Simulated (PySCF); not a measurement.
**Vertical excitation energies**

C₅H₁₀O.
Bonds: C1–C2, C2–C3, C2–C4, C2–C5, C5–O6 (double). Hydrogens: H7, H8, H9 on C1; H10, H11, H12 on C3; H13, H14, H15 on C4; H16 on C5.

Method used: PySCF 2.14.0, density-fitted response routines, TDDFT B3LYP/def2-SVPD, vertical, gas phase, core orbitals frozen in the response. Geometry: GFN2-xTB; no solvent, vibrations or thermal averaging. Torsions of this conformer, `[CH3:1][C:2]([CH3:3])([CH3:4])[CH:5]=[O:6]`: C1–C2–C5–O6 0°.

```json
{"state": "S1", "E (eV)": "4.30", "E (kJ/mol)": "415", "λ (nm)": "288.2", "f": "0.0000", "symmetry": "–", "main configurations (H = HOMO, L = LUMO)": "H→L (99%)"}
{"state": "S2", "E (eV)": "6.61", "E (kJ/mol)": "638", "λ (nm)": "187.5", "f": "0.011", "symmetry": "A′", "main configurations (H = HOMO, L = LUMO)": "H→L+1 (97%)"}
{"state": "S3", "E (eV)": "7.30", "E (kJ/mol)": "705", "λ (nm)": "169.8", "f": "0.0039", "symmetry": "A″", "main configurations (H = HOMO, L = LUMO)": "H-2→L (65%), H-1→L (34%)"}
{"state": "S4", "E (eV)": "7.48", "E (kJ/mol)": "722", "λ (nm)": "165.8", "f": "0.016", "symmetry": "A′", "main configurations (H = HOMO, L = LUMO)": "H-1→L (49%), H-2→L (26%), H→L+2 (17%)"}
{"state": "S5", "E (eV)": "7.58", "E (kJ/mol)": "731", "λ (nm)": "163.6", "f": "0.065", "symmetry": "A′", "main configurations (H = HOMO, L = LUMO)": "H→L+2 (67%), H-1→L (13%)"}
{"state": "S6", "E (eV)": "7.63", "E (kJ/mol)": "736", "λ (nm)": "162.4", "f": "0.016", "symmetry": "A′", "main configurations (H = HOMO, L = LUMO)": "H→L+4 (82%), H→L+2 (12%)"}
{"state": "S7", "E (eV)": "7.72", "E (kJ/mol)": "745", "λ (nm)": "160.5", "f": "0.0008", "symmetry": "–", "main configurations (H = HOMO, L = LUMO)": "H→L+3 (97%)"}
{"state": "S8", "E (eV)": "8.06", "E (kJ/mol)": "778", "λ (nm)": "153.7", "f": "0.0064", "symmetry": "A″", "main configurations (H = HOMO, L = LUMO)": "H-4→L (94%)"}
```

Triplets (Tamm–Dancoff): T1 3.71 eV, H→L (98%); T2 6.16 eV, H-5→L (44%), H-1→L (20%), H-2→L (10%); T3 6.51 eV, H→L+1 (94%).

The lowest singlet comes at 288 nm (415 kJ/mol) in the ultraviolet; it is dark (f under 0.0005); its leading configuration is HOMO→LUMO (99%). The strongest level in the table is S5 at 7.58 eV (164 nm, f = 0.065). S1 has the pattern of n→π* at C=O. Orbital energies (eV): HOMO-3 -10.36, HOMO-2 -9.45, HOMO-1 -9.45, HOMO -7.15, LUMO -0.99, LUMO+1 0.26, LUMO+2 1.26. Of the 8 states listed, 4 reach f = 0.01 and 1 stays under 0.0005. Weighted by f, the mean energy of these states is 7.50 eV. Symmetry labels in Cs follow from the direction of the transition dipole and are given only for states with f of 0.002 or more. Only the lowest 8 singlets were computed, as vertical energies without vibronic structure.
